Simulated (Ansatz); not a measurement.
# AlC (doublet): the correlation ladder at distance Al1–C2 = 2.363 Å, cc-pVDZ

An exercise on one series of results from a longer session: the logs are not shown, and one member is left open.

Method: cc-pVDZ, core rule «outside noble gas», up to 6 orbitals frozen; program: Ansatz 0.2.0, Gaussian basis.

The runs, in order: UHF; CCSD(T) on ROHF; CCSD(T) on UHF; BCCD(T) on ROHF; CISD; CCSDT(Q) on ROHF; CCSDT(Q) on UHF; CASSCF and MRCISD+Q, 3 electrons in 3 orbitals; CASSCF and NEVPT2, 3 electrons in 3 orbitals; CASSCF and MRCISD+Q, 7 electrons in 8 orbitals; CASSCF and NEVPT2, 7 electrons in 8 orbitals; Full CI.

29 further runs of the same task are left out: 6 for a known fault of the program, 22 that didn't finish, 1 set aside as unsound or not needed.

**The geometry**

The geometry derives from a PBE0/def2-TZVP stationary point (not a proven minimum). One bond is set to the value named and the two fragments are kept rigid.

2 atoms, charge 0, spin multiplicity 2.

Atoms are counted from 1 here; the program's logs count them from 0.

Bond lengths: Al1–C2 2.363 Å.

The first run:

in.yaml reads:

```yaml
crystal:
  periodic: [false, false, false]
  atoms:
    - {symbol: Al, position_ang: [0.000000, 0.000000, 0.000000]}
    - {symbol: C, position_ang: [0.000000, 0.000000, 2.363000]}
basis:
  gaussian: {orbitals: cc-pVDZ}
magnetization: {spin_polarized: true, initial_magnetization: 1}
hamiltonian: {xc: hf}
output: {orbitals: {seedname: orbitals}}
```

Started as:

```console
$ ansatz run in.yaml --threads 1 --pin off --events-out ev --progress --plain --max-ram 2393MiB
```

Steps of the session up to this table: UHF; CCSD(T) on ROHF; CCSD(T) on UHF; BCCD(T) on ROHF; CISD; CCSDT(Q) on ROHF; CCSDT(Q) on UHF; CASSCF and MRCISD+Q, 3 electrons in 3 orbitals; CASSCF and NEVPT2, 3 electrons in 3 orbitals; CASSCF and MRCISD+Q, 7 electrons in 8 orbitals; CASSCF and NEVPT2, 7 electrons in 8 orbitals; Full CI.

One of the session's tables, all rows but one given; the rest of the session is left out.

It belongs to the step «Misses and costs». 

```
     method  from FCI (kcal/mol)
       ROHF              +104.38
       RMP2               +30.57
       CISD               +12.52
      RCCSD                +5.40
   RCCSD(T)                    ?
    BCCD(T)                +2.24
     RCCSDT                +0.72
  RCCSDT(Q)                +0.28
CASSCF pair               +91.57
NEVPT2 pair               +27.84
        FCI                    0
```

**Question.** Estimate the row for RCCSD(T).

As computed: from FCI (kcal/mol): +2.21. In the column «from FCI (kcal/mol)» it lies between RCCSDT (+0.72) and BCCD(T) (+2.24).

Not comparable, so not listed: CASSCF and MRCISD+Q, 3 electrons in 3 orbitals (they don't share determinant, frozen orbitals or solution with the rows shown, or repeat one).

Caveats from the session: Left out of the table: CASSCF valence, NEVPT2 valence, MRCISD valence, MRCISD+Q valence (the active space lost an orbital or holds another state than full CI finds). Left out of the table: UHF, UMP2, UCCSD, UCCSD(T), UCCSDT, UCCSDT(Q) (another determinant or state than the rows shown). Warnings in the runs' records: passed over end.
